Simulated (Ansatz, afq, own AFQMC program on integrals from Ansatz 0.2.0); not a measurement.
# The Ge2–H8 bond of Si2Ge3H10, singlet, worked out

```
atom    x (Å)    y (Å)    z (Å)
  Si  -1.2754  -0.8728   1.2860
  Ge   0.0874  -1.9740  -0.3457
  Si   1.8222  -0.3770  -0.7636
  Ge   0.7158   1.7512  -0.7236
  Ge  -1.3412   1.4102   0.5589
   H  -0.5862  -0.9442   2.6141
   H  -2.6392  -1.4739   1.4179
   H  -0.7314  -2.1953  -1.6349
   H   0.6243  -3.3365   0.1325
   H   2.5447  -0.6197  -2.0511
   H   2.8099  -0.4362   0.3610
   H   0.3656   2.2012  -2.1564
   H   1.6021   2.8370  -0.0820
   H  -1.4385   2.3898   1.7447
   H  -2.5602   1.6402  -0.3576
```

The molecule and both fragments are relaxed with PBE0/def2-SVP; the fragments keep their bonds.

Basis def2-SVP. Noble-gas cores (and the filled d shells of Ga–Kr and In–Xe) are frozen. Integrals, coupled cluster, full CI and functionals: Ansatz 0.2.0; the random walks run on the same integrals in our own AFQMC program. ph-AFQMC/CISD is guided by a CISD state made of CCSD amplitudes; releasing the constraint for a short imaginary time cuts its bias at the price of noise, slowly where states lie close. ± is one standard error of the sampling. No spin–orbit coupling.

Total energies in eV. CBS is CCSD(T) at the limit of def2-TZVPP/QZVPP (MP2 extrapolated, CCSD(T) minus MP2 added); the highest rung of each member is named.

Cautions: inner d shell frozen; no relativity below Rb; no spin-orbit coupling; Si₂Ge₃H₁₀ (singlet): the released value is read at 0.90 1/Eh with a noise of 20 meV, more than in the cases checked (meV from the phaseless value at times in 1/Eh: -1 ± 8 at 0.21, -3 ± 10 at 0.42, -4 ± 13 at 0.63, -18 ± 20 at 0.90); Si₂Ge₃H₉ (doublet): the released value is read at 0.90 1/Eh with a noise of 15 meV, more than in the cases checked (meV from the phaseless value at times in 1/Eh: -1 ± 14 at 0.21, 12 ± 13 at 0.42, 26 ± 15 at 0.63, 11 ± 15 at 0.90).

```tsv
member	count	CCSD(T)/def2-SVP	highest rung in def2-SVP	which	CCSD(T)/CBS
Si₂Ge₃H₉, doublet	+1	-185277.1064	-185277.1987 ± 0.0147	released AFQMC	-185313.8132
H (doublet)	+1	-13.5861	-13.5861	FCI	-13.6059
Si₂Ge₃H₁₀, singlet	-1	-185294.1586	-185294.2594 ± 0.0196	released AFQMC	-185331.0290
```

Task: Work out the best estimate of the bond energy: the CCSD(T)/CBS difference plus the step from CCSD(T) to the highest rung.

Result: Sums with the counts: CCSD(T)/CBS 3.6099 eV, highest rung 3.4746 eV, CCSD(T)/def2-SVP 3.4661 eV. The step is 3.4746 − 3.4661 = 0.0085 eV, so the best estimate is 3.6099 + (0.0085) = 3.6184 eV = 83.4 kcal/mol, with sampling noise 0.025 eV. The step is under twice that noise, so its sign is open. The basis set is worth 0.144 eV of it. Zero-point, core-correlation and spin–orbit terms aren't in it. Past Ne the Hartree–Fock part of each CBS total tends to overshoot, since the cores don't follow the formula; that largely cancels in the difference.

Best estimates are given only where the step beyond CCSD(T) is under 0.3 eV and no member's determinant is very poor (T1 over 0.05, or 0.07 for open shells, ⟨S²⟩ too high by 0.3, two states mixed), so the hardest cases are missing from such tables.

Each member of a difference takes its own highest rung, so a best estimate needn't equal the limit plus the step of one row. Released energies are given only where the last usable release times agree within the noise; a slower fall can still hide under it.
